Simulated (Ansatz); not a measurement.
# O2 (oxygen): methods side by side

O2: 2 atoms, total charge 0, spin state triplet. SMILES: `O=O`. The shape was relaxed beforehand at PBE0/def2-SVP.

```xyz
2

O     0.5076   -0.1642    0.2614
O    -0.5076    0.1642   -0.2614
```

Quantity: the dissociation energy of the O2–O1 bond into triplet O and triplet O (shapes relaxed at PBE0/def2-SVP, no zero-point term), in eV. The values are calculated.

```json
{"level": "UHF/def2-TZVPP", "kind": "Hartree–Fock", "program": "Ansatz", "value (eV)": "1.49"}
{"level": "USVWN5/def2-TZVPP", "kind": "LDA", "program": "Ansatz", "value (eV)": "7.58"}
{"level": "UBLYP/def2-TZVPP", "kind": "GGA", "program": "Ansatz", "value (eV)": "5.84"}
{"level": "UPBE/def2-TZVPP", "kind": "GGA", "program": "Ansatz", "value (eV)": "6.21"}
{"level": "UB3LYP/def2-TZVPP", "kind": "global hybrid", "program": "Ansatz", "value (eV)": "5.36"}
{"level": "UPBE0-D4/def2-TZVPP", "kind": "global hybrid", "program": "Ansatz", "value (eV)": "5.40"}
{"level": "UB2PLYP/def2-TZVPP", "kind": "double hybrid", "program": "Ansatz", "value (eV)": "5.28"}
{"level": "UMP2/def2-TZVPP", "kind": "perturbation theory", "program": "Ansatz", "value (eV)": "5.42"}
```

The values span 1.49 to 7.58 eV. Hartree–Fock misses the correlation of the electron pair that is broken and comes out low. Measured bond enthalpies also hold zero-point and thermal terms, a few tenths of an eV less.
